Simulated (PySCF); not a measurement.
Compound: thiofulminic acid, CHNS.
Atom-mapped SMILES: `[CH:1]#[N+:2][S-:3]` (hydrogens: H4 on C1)

Theory: TDDFT CAM-B3LYP/def2-SVPD, vertical, gas phase, core orbitals frozen in the response in PySCF. Geometry: PBE0-D3(BJ)/def2-SVP; no solvent, vibrations or thermal averaging.

Task: What does the calculation give for the low-lying excited states?

Result: 

```
state  E (eV)  E (hartree)       f  |μ| (D)  symmetry  main configurations (H = HOMO, L = LUMO)
   S1    3.96       0.1454  0.0000     0.00         –                         H-1/H→L/L+1 (98%)
   S2    4.18       0.1536  0.0000     0.00         –                         H-1/H→L/L+1 (98%)
   S3    4.18       0.1536  0.0000     0.00         –                         H-1/H→L/L+1 (98%)
   S4    5.94       0.2183  0.0012     0.23         –         H-1/H→L+3 (≥80%), H-1/H→L+2 (≥8%)
   S5    5.94       0.2183  0.0012     0.23         –         H-1/H→L+3 (≥80%), H-1/H→L+2 (≥8%)
   S6    6.26       0.2300   0.017     0.86         Π        H-1/H→L+2 (≥69%), H-1/H→L+4 (≥21%)
   S7    6.26       0.2300   0.017     0.86         Π        H-1/H→L+2 (≥69%), H-1/H→L+4 (≥21%)
   S8    6.33       0.2326   0.712     5.45        Σ+                        H-1/H→L/L+1 (≥87%)
   S9    7.08       0.2603   0.029     1.03         Π        H-1/H→L+4 (≥74%), H-1/H→L+2 (≥18%)
  S10    7.08       0.2603   0.029     1.03         Π        H-1/H→L+4 (≥74%), H-1/H→L+2 (≥18%)
```

Triplets (Tamm–Dancoff): T1 3.36 eV, H-1/H→L/L+1 (≥94%); T2 3.64 eV, H-1/H→L/L+1 (≥96%); T3 3.64 eV, H-1/H→L/L+1 (≥96%).

The lowest singlet lies at 3.96 eV (313 nm, ultraviolet) and is dark (f under 0.0005); its leading configuration is HOMO-1/HOMO→LUMO/LUMO+1 (98%). The most intense listed level is S8 at 6.33 eV (196 nm, f = 0.712), 2.37 eV above S1. S2/S3, S4/S5, S6/S7 and S9/S10 lie within about 0.01 eV of each other in each set; the point group C∞v has degenerate representations, and within a degenerate level the listed configurations can mix freely. Löwdin shares by element: HOMO (one of a set within 0.03 eV) sulfur 65%, nitrogen 19%, carbon 14%; LUMO (one of a set within 0.03 eV) carbon 35%, nitrogen 28%, sulfur 23%, hydrogen 14%. Orbital energies (eV): HOMO-3 -14.25, HOMO-2 -14.25, HOMO-1 -7.95, HOMO -7.95, LUMO 0.11, LUMO+1 0.11, LUMO+2 1.14. The oscillator strengths of these states sum to 0.806; summed over the whole spectrum of an exact calculation they would give the number of electrons, 30 (Thomas–Reiche–Kuhn). The listed states span 3.13 eV, and the widest gap between neighbours is 1.76 eV (S3 to S4). All these states lie below the vertical ionisation energy of 9.10 eV (ΔSCF). Symmetry labels in C∞v follow from the direction of the transition dipole and are given only for states with f of 0.002 or more. Orbitals of the list HOMO-3 to LUMO+2 that lie within 0.01 eV of each other are written together with a slash and their weights summed (≥ marks a lower bound); for degenerate orbitals outside that list single weights are arbitrary. Only the lowest 10 singlets were computed, as vertical energies without vibronic structure.
